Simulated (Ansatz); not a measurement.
CsAuBr₃ (I4/mmm, No. 139), treated with LDA (PAW; Ansatz, a first-principles code).

Settings: plane-wave cutoff 520 eV, 6×6×6 k mesh, Fermi–Dirac smearing 0.01 eV, scalar-relativistic PAW data made under PBE.

Cell (measured lattice):

```
AuCsBr3
1.0
   -3.87960     3.87960     5.65395
    3.87960    -3.87960     5.65395
    3.87960     3.87960    -5.65395
Au Cs Br
2 2 6
Direct
  0.50000   0.50000   0.00000
  0.00000   0.00000   0.00000
  0.25000   0.75000   0.50000
  0.75000   0.25000   0.50000
  0.28780   0.28780   0.00000
  0.71220   0.71220   0.00000
  0.77800   0.22200   0.00000
  0.22200   0.77800   0.00000
  0.77800   0.77800   0.55600
  0.22200   0.22200   0.44400
```

### Question
What does this level give for the band gap, smallest direct gap on the k points sampled and direct gap at Γ?

### Answer

band gap: 0.86 eV
smallest direct gap on the k points sampled: 0.90 eV
direct gap at Γ: 2.17 eV

Note: cell and atoms aren't relaxed at this level (largest force component 0.28 eV/Å, pressure -1.1 GPa).

Spin–orbit coupling is not included; with these elements it can move the gap by several tenths of an eV or more.

Computed values are for the static lattice.

Computing time: around 2.9 core-minutes (rough).
